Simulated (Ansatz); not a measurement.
Mulliken charges of C₂H₅ClO₂, SMILES `COC(O)Cl` from r2SCAN/def2-TZVPP in Ansatz (PBE0-D4/def2-TZVP geometry).

```tsv
atom	x (Å)	y (Å)	z (Å)	charge (e)
C1	-0.593	-1.082	0.628	-0.015
O2	-0.507	-0.313	-0.559	-0.286
C3	0.150	0.880	-0.372	0.315
O4	1.499	0.744	-0.182	-0.312
Cl5	-0.209	1.866	-1.830	-0.163
H6	-1.141	-0.538	1.406	0.051
H7	0.398	-1.348	1.005	0.074
H8	-1.141	-1.986	0.370	0.075
H9	-0.235	1.438	0.486	0.055
H10	1.864	0.288	-0.950	0.206
```

By hand: the dipole of these point charges (1 e Å = 4.8032 D).

Σ q r = (0.024, -0.291, 0.393) e Å, of length 0.490 e Å = 2.35 D.

How does the dipole of the full density compare? (An estimate is asked.)

Ansatz gave: (0.057, -0.357, 0.314) e Å, 2.30 D; the point charges give 1.02 times that, at 13° from its direction.

Point charges leave out the atoms' own dipoles, such as those of lone pairs, and Mulliken's split depends on the basis, so the close match here is no proof of good charges.
